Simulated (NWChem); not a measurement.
Everything below was run with NWChem. System: CS, charge 0, spin multiplicity 1, at a geometry optimised with B3LYP/def2-SVP. The structure started from a generated list of species. Level: EOM-CCSD/aug-cc-pVDZ, 6 core orbitals frozen.

Job file:

```
start mol
memory heap 100 mb stack 700 mb global 1900 mb
geometry units angstroms nocenter noautoz
  C      0.000000     0.000000     1.119212
  S      0.000000     0.000000    -0.419705
  symmetry group C2v
end
basis spherical
  * library aug-cc-pvdz
end
scf
  rhf
  nopen 0
  maxiter 100
  thresh 1e-7
  semidirect memsize 60000000 filesize 0
end
tce
  freeze core 6
  ccsd
  nroots 1
  2eorb
  2emet 13
  thresh 1e-5
  maxiter 200
  tilesize 24
  dipole
end
task tce energy
```

NWChem printed:

```
             Northwest Computational Chemistry Package (NWChem) 7.3.0
             --------------------------------------------------------

                                NWChem Input Module
                                -------------------

 Scaling coordinates for geometry "geometry" by  1.889725989
 (inverse scale =  0.529177249)

 Turning off AUTOSYM since
 SYMMETRY directive was detected!

                             Geometry "geometry" -> ""
                             -------------------------

 Output coordinates in angstroms (scale by  1.889725989 to convert to a.u.)

  No.       Tag          Charge          X              Y              Z
 ---- ---------------- ---------- -------------- -------------- --------------
    1 C                    6.0000     0.00000000     0.00000000     1.11921200
    2 S                   16.0000     0.00000000     0.00000000    -0.41970500

 Effective nuclear repulsion energy (a.u.)      33.0108874643

            Nuclear Dipole moment (a.u.)
            ----------------------------
        X                 Y               Z
 ---------------- ---------------- ----------------
     0.0000000000     0.0000000000    -0.0000151178

      Symmetry information
      --------------------

 Group name             C2v
 Group number             16
 Group order               4
 No. of unique centers     2

      Symmetry unique atoms

     1    2


 Summary of "ao basis" -> "" (spherical)
 ------------------------------------------------------------------------------
       Tag                 Description            Shells   Functions and Types
 ---------------- ------------------------------  ------  ---------------------
 *                        aug-cc-pvdz                 on all atoms

 Summary of "ao basis" -> "ao basis" (spherical)
 ------------------------------------------------------------------------------
       Tag                 Description            Shells   Functions and Types
 ---------------- ------------------------------  ------  ---------------------
 C                        aug-cc-pvdz                9       23   4s3p2d
[...]
 Iteration   6 using    6 trial vectors
   0.0043294643084   0.1895858725306    5.15890     0.2     0.2

 Iteration   7 using    7 trial vectors
   0.0016570456646   0.1895696971142    5.15846     0.2     0.2

 Iteration   8 using    8 trial vectors
   0.0008572405614   0.1895806084058    5.15875     0.2     0.2

 Iteration   9 using    9 trial vectors
   0.0004571148075   0.1895907100435    5.15903     0.2     0.2

 Iteration  10 using   10 trial vectors
   0.0001635982795   0.1895900176749    5.15901     0.2     0.2

 Iteration  11 using   11 trial vectors
   0.0000520373007   0.1895900667154    5.15901     0.2     0.2

 Iteration  12 using   12 trial vectors
   0.0000189186612   0.1895903533594    5.15902     0.2     0.2

 Iteration  13 using   13 trial vectors
   0.0000082417195   0.1895901967846    5.15901     0.2     0.2
 --------------------------------------------------------------
 Iterations converged
 ------------------

 Excited state root  1
 Excitation energy / hartree =        0.189590196784598
                   / eV      =        5.159013941382630
 largest EOMCCSD amplitudes: R1 and R2

 Singles contributions
    13b2  (alpha) ---     9a1  (alpha)       -0.8812603779
    19b2  (alpha) ---     9a1  (alpha)        0.2895937186

 Doubles contributions

 No. of initial left vectors    1

 EOM-CCSD left-hand side iterations
 --------------------------------------------------------------
      Residuum       Omega / hartree  Omega / eV    Cpu    Wall
 --------------------------------------------------------------

 Iteration   1 using    1 trial vectors
   0.5472305405436   0.3130404254502    8.51827     0.5     0.5

 Iteration   2 using    2 trial vectors
   0.1348461461511   0.2077064136684    5.65198     0.5     0.5

 Iteration   3 using    3 trial vectors
   0.0775804087187   0.1947067748242    5.29824     0.5     0.5

 Iteration   4 using    4 trial vectors
   0.0328919917143   0.1907808193968    5.19141     0.5     0.5

 Iteration   5 using    5 trial vectors
   0.0122554038106   0.1895004146936    5.15657     0.5     0.5

 Iteration   6 using    6 trial vectors
   0.0048810123256   0.1895317912252    5.15742     0.5     0.5

 Iteration   7 using    7 trial vectors
   0.0020210630222   0.1895417987249    5.15770     0.5     0.5

 Iteration   8 using    8 trial vectors
   0.0010834985357   0.1895659413597    5.15835     0.5     0.5

 Iteration   9 using    9 trial vectors
   0.0005188714913   0.1895871831165    5.15893     0.5     0.5

 Iteration  10 using   10 trial vectors
   0.0001714403940   0.1895890613752    5.15898     0.5     0.5

 Iteration  11 using   11 trial vectors
   0.0000559111301   0.1895896019736    5.15900     0.5     0.5

 Iteration  12 using   12 trial vectors
   0.0000209906261   0.1895904162361    5.15902     0.5     0.5

 Iteration  13 using   13 trial vectors
   0.0000094804641   0.1895902345984    5.15901     0.5     0.5
 --------------------------------------------------------------
 Iterations converged

 Excited state root  1
 Excitation energy / hartree =        0.189590196784598
                   / eV      =        5.159013941382630

 EOM-CCSD transition moments / hartree
 --------------------------------------------
 X    0.0000000 Y    0.2417664 Z    0.0000000
 Oscillator Strength                0.0073878
 --------------------------------------------

 EOM-CCSD dipole moments / hartree & Debye
 ------------------------------------
   X         0.0000000      0.0000000
   Y         0.0000000      0.0000000
   Z         0.2066127      0.5251612
 Total       0.2066127      0.5251612
 ------------------------------------

 Singles contributions
    13b2  (alpha) ---     9a1  (alpha)       -0.8812603779
    19b2  (alpha) ---     9a1  (alpha)        0.2895937186

 Doubles contributions

 Task  times  cpu:       46.9s     wall:       46.9s

 Total times  cpu:       46.9s     wall:       46.9s
```
